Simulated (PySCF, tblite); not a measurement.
# CH4N+: changes of charge

What do calculations give for the changes of charge of CH4N+ (`C=[NH2+]`)?

Programs: tblite 0.8.0 and PySCF 2.14.0, with routines of our own; each step states its level. All values are computed. Atoms count from 0.

### 1 The starting structure

6 atoms, charge 1, multiplicity 1; geometry from: start built from the parent or by distance geometry.

### 2 Optimising the geometry with GFN2-xTB

What the job is given:

```
{"job": {"kind": "relax", "xc": "GFN2-xTB", "basis": "xTB"}, "charge": 1, "multiplicity": 1}
C     -0.625000     0.033600    -0.013300
N      0.624900    -0.032300    -0.014900
H     -1.187900    -0.877700     0.137900
H     -1.112000     1.022000    -0.183200
H      1.183300     0.810200    -0.114600
H      1.123000    -0.951700     0.144800
```

The run is started by

```bash
OMP_NUM_THREADS=1 python redox_run.py task.json out
```

This one command runs all jobs of the session in turn.

Standard output:

```text
step      E/eV     max force
  0    -179.64291    1.449
  1    -179.66772    1.158
  2    -179.68256    0.493
  3    -179.69205    0.284
  4    -179.69970    0.234
  5    -179.70269    0.157
  6    -179.70414    0.117
  7    -179.70469    0.057
  8    -179.70493    0.054
  9    -179.70508    0.037
 10    -179.70514    0.019
 11    -179.70516    0.011
 12    -179.70516    0.009
```

Run time: 0.02 s. Hardware: 1 thread of Arm Neoverse V2, shared host.

Relaxation path:

```tsv
step	energy from step 0 (eV)	largest force (eV/Å)
0	0.0000	1.4490
1	-0.0248	1.1577
2	-0.0396	0.4930
3	-0.0491	0.2836
4	-0.0568	0.2344
5	-0.0598	0.1573
6	-0.0612	0.1167
7	-0.0618	0.0566
8	-0.0620	0.0542
9	-0.0622	0.0371
10	-0.0622	0.0190
11	-0.0623	0.0108
12	-0.0623	0.0093
```

Distances of close pairs at the start and the end, largest changes first:

```tsv
bond	before (Å)	after (Å)	change (Å)
N1–H5	1.058	1.024	-0.034
C0–H3	1.115	1.088	-0.027
C0–N1	1.252	1.261	+0.009
N1–H4	1.016	1.024	+0.008
C0–H2	1.082	1.088	+0.006
```

The next job starts from the end point, and lists it.

### 3 Vibrational analysis with GFN2-xTB

What the job is given:

```
{"job": {"kind": "ir", "xc": "GFN2-xTB", "basis": "xTB"}, "charge": 1, "multiplicity": 1}
C     -0.622251     0.033075    -0.014812
N      0.636659    -0.032518     0.000916
H     -1.234586    -0.854939     0.125185
H     -1.135463     0.979603    -0.169853
H      1.226686     0.794719    -0.126009
H      1.135200    -0.915959     0.141424
```

Standard output:

```text
mode    cm-1     km/mol
  1     906.1    166.60
  2     913.1     37.19
  3     966.1      0.00
  4    1067.8    152.16
  5    1192.9      9.73
  6    1341.4     50.15
  7    1396.8     47.02
  8    1711.5     36.68
  9    3011.1     21.77
 10    3037.9     29.67
 11    3255.5    102.00
 12    3280.1    143.88
ZPE 132.069  H(298)-E 142.538  G(298)-E 75.455 kJ/mol  S 225.00 J/(mol K)
```

It took 0.06 s on 1 thread of Arm Neoverse V2, shared host.

The strongest bands and the atoms that carry them (share of the mass-weighted mode):

```tsv
cm⁻¹	km/mol	atoms
906	166.6	H4 31 %, H5 31 %, N1 22 %
913	37.2	H5 25 %, H4 25 %, H2 23 %, H3 23 %
1068	152.2	H3 34 %, H2 34 %, C0 17 %
1341	50.1	H3 46 %, H2 46 %
1397	47.0	H4 46 %, H5 46 %
1712	36.7	C0 49 %, N1 43 %
3256	102.0	H5 50 %, H4 46 %
3280	143.9	H4 48 %, H5 43 %
```

### 4 Single point (CH₄N+): PBE0-D3(BJ)/ma-def2-TZVP

Geometry: GFN2-xTB.

Settings changed since step 3:

```diff
@@ -1,2 +1,2 @@
-{"job": {"kind": "ir", "xc": "GFN2-xTB", "basis": "xTB"}, "charge": 1, "multiplicity": 1}
+{"job": {"kind": "sp", "xc": "PBE0", "basis": "ma-def2-TZVP", "d3": "d3bj", "grid": 2}, "charge": 1, "multiplicity": 1}
 C     -0.622251     0.033075    -0.014812
```

Standard output:

```text
coarse grid: 4632 points
cycle   1  E = -94.8959730851  dE =  4.276e-01  |g| = 1.475e-01  |ddm| = 1.514e+00
cycle   2  E = -94.9024195912  dE = -6.447e-03  |g| = 8.897e-02  |ddm| = 2.045e-01
cycle   3  E = -94.9039591020  dE = -1.540e-03  |g| = 3.843e-02  |ddm| = 6.234e-02
cycle   4  E = -94.9041851544  dE = -2.261e-04  |g| = 1.646e-02  |ddm| = 2.091e-02
cycle   5  E = -94.9042388721  dE = -5.372e-05  |g| = 3.373e-03  |ddm| = 9.161e-03
cycle   6  E = -94.9042416620  dE = -2.790e-06  |g| = 1.675e-04  |ddm| = 2.052e-03
final grid: 43688 points
cycle   7  E = -94.8967132961  dE = -2.286e-05  |g| = 5.267e-03  |ddm| = 1.910e-02
cycle   8  E = -94.8967120129  dE =  1.283e-06  |g| = 5.936e-03  |ddm| = 4.971e-03
cycle   9  E = -94.8967187873  dE = -6.774e-06  |g| = 1.135e-03  |ddm| = 2.796e-03
cycle  10  E = -94.8967190725  dE = -2.852e-07  |g| = 1.895e-04  |ddm| = 6.416e-04
cycle  11  E = -94.8967190800  dE = -7.523e-09  |g| = 2.164e-05  |ddm| = 9.313e-05
converged SCF energy = -94.8967190800
```

It took 0.87 s on 1 thread of Arm Neoverse V2, shared host.

### 5 Single point (CH₄N radical): PBE0-D3(BJ)/ma-def2-TZVP

Geometry: GFN2-xTB, that of another charge or spin state.

What the job is given:

```
{"job": {"kind": "sp", "xc": "PBE0", "basis": "ma-def2-TZVP", "d3": "d3bj", "grid": 2}, "charge": 0, "multiplicity": 2}
C     -0.622251     0.033075    -0.014812
N      0.636659    -0.032518     0.000916
H     -1.234586    -0.854939     0.125185
H     -1.135463     0.979603    -0.169853
H      1.226686     0.794719    -0.126009
H      1.135200    -0.915959     0.141424
```

Standard output:

```text
final grid: 43688 points
cycle   1  E = -95.0423914569  dE =  2.041e-02  |g| = 3.699e-01  |ddm| = 8.346e-01
cycle   2  E = -95.0134456494  dE =  2.895e-02  |g| = 4.668e-01  |ddm| = 8.259e-01
cycle   3  E = -95.1112692828  dE = -9.782e-02  |g| = 2.517e-02  |ddm| = 3.411e-01
cycle   4  E = -95.1115306048  dE = -2.613e-04  |g| = 1.502e-02  |ddm| = 2.029e-02
cycle   5  E = -95.1116247140  dE = -9.411e-05  |g| = 1.570e-03  |ddm| = 9.185e-03
cycle   6  E = -95.1116296015  dE = -4.887e-06  |g| = 5.879e-04  |ddm| = 6.066e-03
cycle   7  E = -95.1116302383  dE = -6.368e-07  |g| = 1.643e-04  |ddm| = 1.887e-03
cycle   8  E = -95.1116302790  dE = -4.075e-08  |g| = 3.410e-05  |ddm| = 3.800e-04
cycle   9  E = -95.1116302807  dE = -1.694e-09  |g| = 6.682e-06  |ddm| = 1.233e-04
converged SCF energy = -95.1116302807
```

Wall time 1.5 s (1 thread of Arm Neoverse V2, shared host).

### 6 Optimising the geometry with GFN2-xTB

This step treats CH4N radical, labelled `[CH2]N` (the label fixes atoms and charge, not where charge and spin sit).

What the job is given:

```
{"job": {"kind": "relax", "xc": "GFN2-xTB", "basis": "xTB"}, "charge": 0, "multiplicity": 2}
C     -0.606000     0.027000    -0.020100
N      0.625900    -0.023900    -0.022100
H     -1.217100    -0.862600     0.128400
H     -1.138000     0.994200    -0.190500
H      1.223500     0.790900    -0.114700
H      1.124200    -0.917700     0.132600
```

Standard output:

```text
step      E/eV     max force
  0    -189.72927   11.911
  1    -189.60707    8.280
  2    -190.40406    3.028
  3    -190.49448    1.345
  4    -190.51136    0.209
  5    -190.51334    0.149
  6    -190.51782    0.259
  7    -190.52114    0.337
  8    -190.53653    0.602
  9    -190.54621    0.497
 10    -190.57601    0.829
 11    -190.58808    0.504
 12    -190.59825    0.693
 13    -190.60898    0.352
 14    -190.61361    0.196
 15    -190.61518    0.058
 16    -190.61532    0.040
 17    -190.61543    0.044
 18    -190.61562    0.044
 19    -190.61576    0.033
 20    -190.61583    0.019
 21    -190.61586    0.018
 22    -190.61589    0.015
 23    -190.61590    0.009
```

It took 0.04 s on 1 thread of Arm Neoverse V2, shared host.

Along the way: (the energy doesn't fall at every step)

```tsv
step	energy from step 0 (eV)	largest force (eV/Å)
0	0.0000	11.9109
1	0.1222	8.2799
2	-0.6748	3.0276
3	-0.7652	1.3449
4	-0.7821	0.2093
5	-0.7841	0.1493
6	-0.7885	0.2589
7	-0.7919	0.3374
8	-0.8073	0.6024
9	-0.8169	0.4973
10	-0.8467	0.8286
11	-0.8588	0.5042
12	-0.8690	0.6931
13	-0.8797	0.3518
14	-0.8843	0.1956
15	-0.8859	0.0583
16	-0.8860	0.0405
17	-0.8862	0.0439
18	-0.8863	0.0444
19	-0.8865	0.0333
20	-0.8866	0.0191
21	-0.8866	0.0182
22	-0.8866	0.0148
23	-0.8866	0.0091
```

Close pairs (by a distance rule), those that changed most:

```tsv
bond	before (Å)	after (Å)	change (Å)
C0–N1	1.233	1.394	+0.161
C0–H3	1.117	1.074	-0.043
N1–H5	1.035	1.011	-0.024
C0–H2	1.089	1.074	-0.016
N1–H4	1.015	1.011	-0.004
```

The end geometry stands in the next job.

### 7 Infrared spectrum with GFN2-xTB

What the job is given:

```
{"job": {"kind": "ir", "xc": "GFN2-xTB", "basis": "xTB"}, "charge": 0, "multiplicity": 2}
C     -0.663065     0.055797     0.101243
N      0.690408    -0.065467    -0.208384
H     -1.235050    -0.852617     0.089980
H     -1.139197     0.967501    -0.206592
H      1.224540     0.780094    -0.060495
H      1.134855    -0.877347     0.197950
```

Standard output:

```text
mode    cm-1     km/mol
  1     448.9     29.95
  2     582.5    105.93
  3     785.0    174.53
  4     903.2      2.76
  5    1233.9     10.35
  6    1272.6     12.75
  7    1402.9      7.92
  8    1515.7     37.05
  9    3111.8     33.02
 10    3157.8     57.33
 11    3393.7      4.08
 12    3450.8      1.48
ZPE 127.155  H(298)-E 138.672  G(298)-E 66.299 kJ/mol  S 242.74 J/(mol K)
```

Run time: 0.06 s. Hardware: 1 thread of Arm Neoverse V2, shared host.

Which atoms move in the most intense modes:

```tsv
cm⁻¹	km/mol	atoms
449	29.9	H5 26 %, H4 26 %, H2 24 %, H3 23 %
582	105.9	H3 38 %, H2 37 %, C0 20 %
785	174.5	H4 37 %, H5 37 %, N1 20 %
1234	10.3	H4 21 %, H5 20 %, H3 15 %, C0 15 %
1273	12.8	N1 35 %, C0 32 %, H2 12 %, H3 12 %
1516	37.0	H5 36 %, H4 36 %, N1 14 %
3112	33.0	H3 49 %, H2 47 %
3158	57.3	H2 46 %, H3 44 %, C0 10 %
```

### 8 Single point (CH4N+): PBE0-D3(BJ)/ma-def2-TZVP

Geometry: GFN2-xTB, that of another charge or spin state.

Settings changed since step 7:

```diff
@@ -1,2 +1,2 @@
-{"job": {"kind": "ir", "xc": "GFN2-xTB", "basis": "xTB"}, "charge": 0, "multiplicity": 2}
+{"job": {"kind": "sp", "xc": "PBE0", "basis": "ma-def2-TZVP", "d3": "d3bj", "grid": 2}, "charge": 1, "multiplicity": 1}
 C     -0.663065     0.055797     0.101243
```

Standard output:

```text
coarse grid: 4632 points
cycle   1  E = -94.8539204509  dE =  3.087e-01  |g| = 2.093e-01  |ddm| = 1.485e+00
cycle   2  E = -94.8547254351  dE = -8.050e-04  |g| = 2.373e-01  |ddm| = 2.925e-01
cycle   3  E = -94.8662347009  dE = -1.151e-02  |g| = 9.435e-02  |ddm| = 1.568e-01
cycle   4  E = -94.8681162106  dE = -1.882e-03  |g| = 2.251e-02  |ddm| = 5.261e-02
cycle   5  E = -94.8682146156  dE = -9.840e-05  |g| = 2.240e-03  |ddm| = 1.056e-02
cycle   6  E = -94.8682158934  dE = -1.278e-06  |g| = 3.495e-04  |ddm| = 2.023e-03
final grid: 43688 points
cycle   7  E = -94.8611947753  dE = -2.446e-05  |g| = 5.006e-03  |ddm| = 2.377e-02
cycle   8  E = -94.8611950544  dE = -2.791e-07  |g| = 4.949e-03  |ddm| = 4.748e-03
cycle   9  E = -94.8611997367  dE = -4.682e-06  |g| = 1.324e-03  |ddm| = 2.620e-03
cycle  10  E = -94.8612001354  dE = -3.987e-07  |g| = 2.087e-04  |ddm| = 7.477e-04
cycle  11  E = -94.8612001453  dE = -9.943e-09  |g| = 2.021e-05  |ddm| = 1.071e-04
converged SCF energy = -94.8612001453
```

It took 0.71 s on 1 thread of Arm Neoverse V2, shared host.

### 9 Single point (CH₄N radical, [CH2]N): PBE0-D3(BJ)/ma-def2-TZVP

Geometry: GFN2-xTB.

What the job is given:

```
{"job": {"kind": "sp", "xc": "PBE0", "basis": "ma-def2-TZVP", "d3": "d3bj", "grid": 2}, "charge": 0, "multiplicity": 2}
C     -0.663065     0.055797     0.101243
N      0.690408    -0.065467    -0.208384
H     -1.235050    -0.852617     0.089980
H     -1.139197     0.967501    -0.206592
H      1.224540     0.780094    -0.060495
H      1.134855    -0.877347     0.197950
```

Standard output:

```text
final grid: 43688 points
cycle   1  E = -95.0694452440  dE =  7.018e-03  |g| = 3.337e-01  |ddm| = 5.665e-01
cycle   2  E = -95.0578505400  dE =  1.159e-02  |g| = 3.847e-01  |ddm| = 5.497e-01
cycle   3  E = -95.1270298389  dE = -6.918e-02  |g| = 1.325e-02  |ddm| = 2.486e-01
cycle   4  E = -95.1271425777  dE = -1.127e-04  |g| = 8.340e-03  |ddm| = 1.367e-02
cycle   5  E = -95.1271745795  dE = -3.200e-05  |g| = 2.184e-03  |ddm| = 6.803e-03
cycle   6  E = -95.1271813640  dE = -6.785e-06  |g| = 7.851e-04  |ddm| = 4.525e-03
cycle   7  E = -95.1271820996  dE = -7.356e-07  |g| = 1.877e-04  |ddm| = 1.439e-03
cycle   8  E = -95.1271821405  dE = -4.091e-08  |g| = 4.482e-05  |ddm| = 4.748e-04
cycle   9  E = -95.1271821427  dE = -2.180e-09  |g| = 1.636e-05  |ddm| = 1.042e-04
converged SCF energy = -95.1271821427
```

Wall time 1.5 s (1 thread of Arm Neoverse V2, shared host).

### 10 Single point (CH₄N+): PBE0-D3(BJ)/ma-def2-TZVP in N,N-dimethylformamide

Geometry: GFN2-xTB.

What the job is given:

```
{"job": {"kind": "sp", "xc": "PBE0", "basis": "ma-def2-TZVP", "d3": "d3bj", "grid": 2, "solvent": "N,N-dimethylformamide"}, "charge": 1, "multiplicity": 1}
C     -0.622251     0.033075    -0.014812
N      0.636659    -0.032518     0.000916
H     -1.234586    -0.854939     0.125185
H     -1.135463     0.979603    -0.169853
H      1.226686     0.794719    -0.126009
H      1.135200    -0.915959     0.141424
```

Standard output:

```text
final grid: 43688 points
cycle   1  E = -95.0104998546  dE = -2.438e-04  |g| = 1.616e-02  |ddm| = 7.061e-02
cycle   2  E = -95.0104141529  dE =  8.570e-05  |g| = 2.640e-02  |ddm| = 1.955e-02
cycle   3  E = -95.0105597913  dE = -1.456e-04  |g| = 6.001e-04  |ddm| = 1.151e-02
cycle   4  E = -95.0105598749  dE = -8.365e-08  |g| = 3.619e-04  |ddm| = 7.687e-04
cycle   5  E = -95.0105599048  dE = -2.982e-08  |g| = 1.034e-04  |ddm| = 2.223e-04
cycle   6  E = -95.0105599072  dE = -2.394e-09  |g| = 8.395e-06  |ddm| = 6.120e-05
converged SCF energy = -95.0105599072
```

Wall time 0.76 s (1 thread of Arm Neoverse V2, shared host).

### 11 Single point (CH4N radical, [CH2]N): PBE0-D3(BJ)/ma-def2-TZVP in N,N-dimethylformamide

Geometry: GFN2-xTB.

What the job is given:

```
{"job": {"kind": "sp", "xc": "PBE0", "basis": "ma-def2-TZVP", "d3": "d3bj", "grid": 2, "solvent": "N,N-dimethylformamide"}, "charge": 0, "multiplicity": 2}
C     -0.663065     0.055797     0.101243
N      0.690408    -0.065467    -0.208384
H     -1.235050    -0.852617     0.089980
H     -1.139197     0.967501    -0.206592
H      1.224540     0.780094    -0.060495
H      1.134855    -0.877347     0.197950
```

Standard output:

```text
final grid: 43688 points
cycle   1  E = -95.1341896477  dE = -5.975e-04  |g| = 8.982e-03  |ddm| = 1.337e-01
cycle   2  E = -95.1342179358  dE = -2.829e-05  |g| = 8.557e-03  |ddm| = 2.345e-02
cycle   3  E = -95.1342539546  dE = -3.602e-05  |g| = 1.170e-03  |ddm| = 6.748e-03
cycle   4  E = -95.1342558796  dE = -1.925e-06  |g| = 6.639e-04  |ddm| = 3.810e-03
cycle   5  E = -95.1342562772  dE = -3.976e-07  |g| = 3.767e-04  |ddm| = 1.541e-03
cycle   6  E = -95.1342563864  dE = -1.092e-07  |g| = 1.251e-04  |ddm| = 6.321e-04
cycle   7  E = -95.1342564055  dE = -1.913e-08  |g| = 1.739e-05  |ddm| = 4.134e-04
cycle   8  E = -95.1342564060  dE = -5.499e-10  |g| = 5.964e-06  |ddm| = 5.386e-05
converged SCF energy = -95.1342564060
```

Run time: 1.5 s. Hardware: 1 thread of Arm Neoverse V2, shared host.

### 12 Single point (CH4N+): PBE0-D3(BJ)/ma-def2-TZVP in tetrahydrofuran

Geometry: GFN2-xTB.

What the job is given:

```
{"job": {"kind": "sp", "xc": "PBE0", "basis": "ma-def2-TZVP", "d3": "d3bj", "grid": 2, "solvent": "tetrahydrofuran"}, "charge": 1, "multiplicity": 1}
C     -0.622251     0.033075    -0.014812
N      0.636659    -0.032518     0.000916
H     -1.234586    -0.854939     0.125185
H     -1.135463     0.979603    -0.169853
H      1.226686     0.794719    -0.126009
H      1.135200    -0.915959     0.141424
```

Standard output:

```text
final grid: 43688 points
cycle   1  E = -94.9978958958  dE = -1.754e-04  |g| = 1.418e-02  |ddm| = 6.099e-02
cycle   2  E = -94.9978266189  dE =  6.928e-05  |g| = 2.350e-02  |ddm| = 1.721e-02
cycle   3  E = -94.9979423600  dE = -1.157e-04  |g| = 5.005e-04  |ddm| = 1.022e-02
cycle   4  E = -94.9979424227  dE = -6.276e-08  |g| = 2.759e-04  |ddm| = 6.155e-04
cycle   5  E = -94.9979424398  dE = -1.708e-08  |g| = 8.482e-05  |ddm| = 1.697e-04
cycle   6  E = -94.9979424414  dE = -1.609e-09  |g| = 6.957e-06  |ddm| = 4.851e-05
converged SCF energy = -94.9979424414
```

It took 0.77 s on 1 thread of Arm Neoverse V2, shared host.

### 13 Single point (CH₄N radical, [CH2]N): PBE0-D3(BJ)/ma-def2-TZVP in tetrahydrofuran

Geometry: GFN2-xTB.

What the job is given:

```
{"job": {"kind": "sp", "xc": "PBE0", "basis": "ma-def2-TZVP", "d3": "d3bj", "grid": 2, "solvent": "tetrahydrofuran"}, "charge": 0, "multiplicity": 2}
C     -0.663065     0.055797     0.101243
N      0.690408    -0.065467    -0.208384
H     -1.235050    -0.852617     0.089980
H     -1.139197     0.967501    -0.206592
H      1.224540     0.780094    -0.060495
H      1.134855    -0.877347     0.197950
```

Standard output:

```text
final grid: 43688 points
cycle   1  E = -95.1329974552  dE = -4.187e-04  |g| = 7.734e-03  |ddm| = 1.125e-01
cycle   2  E = -95.1330161653  dE = -1.871e-05  |g| = 7.381e-03  |ddm| = 1.835e-02
cycle   3  E = -95.1330429635  dE = -2.680e-05  |g| = 9.738e-04  |ddm| = 5.838e-03
cycle   4  E = -95.1330442153  dE = -1.252e-06  |g| = 5.161e-04  |ddm| = 2.850e-03
cycle   5  E = -95.1330444799  dE = -2.646e-07  |g| = 3.095e-04  |ddm| = 1.283e-03
cycle   6  E = -95.1330445482  dE = -6.829e-08  |g| = 1.053e-04  |ddm| = 4.698e-04
cycle   7  E = -95.1330445601  dE = -1.191e-08  |g| = 1.502e-05  |ddm| = 2.758e-04
cycle   8  E = -95.1330445605  dE = -3.794e-10  |g| = 4.967e-06  |ddm| = 4.253e-05
converged SCF energy = -95.1330445605
```

It took 1.5 s on 1 thread of Arm Neoverse V2, shared host.

### 14 Changes of charge: PBE0-D3(BJ)/ma-def2-TZVP

This step combines the energies above: geometries from GFN2-xTB, zero-point and thermal terms from GFN2-xTB.

What the job is given:

```
{"job": {"kind": "rx", "dirs": [-1], "level": {"xc": "PBE0", "basis": "ma-def2-TZVP", "d3": "d3bj", "solvents": ["N,N-dimethylformamide", "tetrahydrofuran"]}}, "charge": 1, "multiplicity": 1}
C     -0.622251     0.033075    -0.014812
N      0.636659    -0.032518     0.000916
H     -1.234586    -0.854939     0.125185
H     -1.135463     0.979603    -0.169853
H      1.226686     0.794719    -0.126009
H      1.135200    -0.915959     0.141424
```

Output (the driver's rows laid out field by field):

```text
ionisation and electron attachment, PBE0-D3(BJ)/ma-def2-TZVP // GFN2-xTB

row 1
  change                  reduction
  charge                  0
  multiplicity            2
  vertical_ev             5.848
  vertical_s2             0.754
  formula                 CH4N
  smiles                  [CH2]N
  kept                    yes
  pieces                  1
  point_group             Cs
  adiabatic_electronic_ev 6.2712
  adiabatic_ev            6.3221
  free_energy_ev          6.3661
  s2                      0.754
  bonds_moved             0 1 1.261 1.394; 0 3 1.088 1.074; 0 2 1.088 1.074; 1 5 1.024 1.011
  spin_on                 0 C 0.836; 1 N 0.208
  charge_moved            0 C -0.387; 1 N -0.258; 3 H -0.093; 2 H -0.093
  vertical_back_ev        7.2377
  relaxation_parent_ev    0.9665
  relaxation_ion_ev       0.4232
  reorganisation_ev       1.3897
  solution                solvent N,N-dimethylformamide, absolute_potential_v 3.4608, solvation_parent_kj -298.89, solvation_ion_kj -18.57; solvent tetrahydrofuran, absolute_potential_v 3.7712, solvation_parent_kj -265.76, solvation_ion_kj -15.39
```

It took 9.5 s on 1 thread of Arm Neoverse V2, shared host.

Energy taken up on oxidation, or given off on reduction (eV; adiabatic with zero-point energy):

```tsv
change	product	vertical	adiabatic	free energy	reorganisation	⟨S²⟩
reduction (multiplicity 2)	[CH2]N	5.85	6.32	6.37	1.39	0.75
```

On reduction to multiplicity 2 charge changes most on C0 (-0.39 e), N1 (-0.26 e), H3 (-0.09 e); the spin sits on C0 (0.84), N1 (0.21); the bond C0–N1 goes from 1.261 to 1.394 Å; the absolute potential is 3.46 V in N,N-dimethylformamide, 3.77 V in tetrahydrofuran.

### 15 Results

| quantity | value |
| --- | --- |
| strongest single infrared mode (GFN2-xTB) | 906 cm⁻¹, 167 km/mol |
| zero-point energy (GFN2-xTB) | 31.6 kcal/mol |
| energy given off on adding an electron (PBE0-D3(BJ)/ma-def2-TZVP) | vertical 5.85 eV, adiabatic 6.32 eV |

In words: No mode is imaginary among the 12: a minimum at this level. The strongest single mode, at 906 cm⁻¹, is spread over several atoms, H4, H5, N1 among them. Unscaled tight-binding wavenumbers are off by several per cent, some by more. Its intensities can rank the bands wrongly. At PBE0-D3(BJ)/ma-def2-TZVP, relaxation with the zero-point term after reduction moves the energy given off from 5.85 eV (vertical) to 6.32 eV (adiabatic, with zero-point energy).
